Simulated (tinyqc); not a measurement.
A ladder of methods, and size consistency: correlation methods against full CI in the sto-3g basis, for HF, spin multiplicity 1. Computed by the program tinyqc with PySCF. 

Geometry (angstrom):

| atom | x | y | z |
|---|---|---|---|
| F | 0.0000 | 0.0000 | 0.0000 |
| H | 0.0000 | 0.0000 | 1.0620 |

RHF energy of one = -98.560828 hartree

All electrons correlated; +Q is the Davidson correction (1 - c0^2) E_corr. The last columns treat two copies 100 angstrom apart as one system. FCI is the lowest singlet.

Correlation energies (hartree):

| method | E_corr of one | share of FCI (%) | E_corr of two at 100 angstrom | two minus twice one (mhartree) |
|---|---|---|---|---|
| MP2 | -0.02453 | 63.173 | -0.04907 | 0.000 |
| CISD | -0.03884 | 100.000 | -0.07555 | 2.119 |
| CISD+Q | -0.03996 | 102.886 | -0.07956 | 0.353 |
| CCSD | -0.03884 | 100.000 | -0.07767 | 0.000 |
| CCSD(T) | -0.03884 | 100.000 | -0.07767 | 0.000 |
| FCI | -0.03884 | 100.000 | - | - |

MP2 recovers 63 %, CISD 100.0 % and CCSD 100.0 % of the FCI value (c0^2 = 0.971 in CISD). MP2 and coupled cluster are size consistent, so their last column vanishes; CISD loses 2.12 mhartree, since a double excitation on each copy is a quadruple of the pair, and the Davidson correction leaves +0.35. With two electrons, or one virtual orbital, CISD and CCSD are exact for one copy, so +Q overshoots there.
